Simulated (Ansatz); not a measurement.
Frontier orbitals of C₃H₇N, SMILES `C=CNC`.

Charge 0, multiplicity 1. Geometry: relaxed with PBE0-D4/def2-TZVP. It is one conformer, not always the lowest. Basis def2-TZVPP, Ansatz.

Orbital energies of one run (eV). Highest occupied ones, from the top: -4.78, -7.71, -8.66, -9.49, -9.83, -10.76, -11.71, -12.06, -14.60, -16.42, -18.42, -23.12, -265.28, -266.77. Empty: -0.26, 0.42, 0.95, 1.48, 2.07, 2.37.

**Question.** Which functional gave them?
A. LDA (SPW92)
B. LC-ωPBE
C. BHLYP
D. HSE06 (plane-wave form)

**Answer.** A. HOMO energies: LDA (SPW92) -4.78, HSE06 -5.36, LC-ωPBE -8.38, BHLYP -6.79 eV.

LC-ωPBE has ω = 0.4 bohr⁻¹.
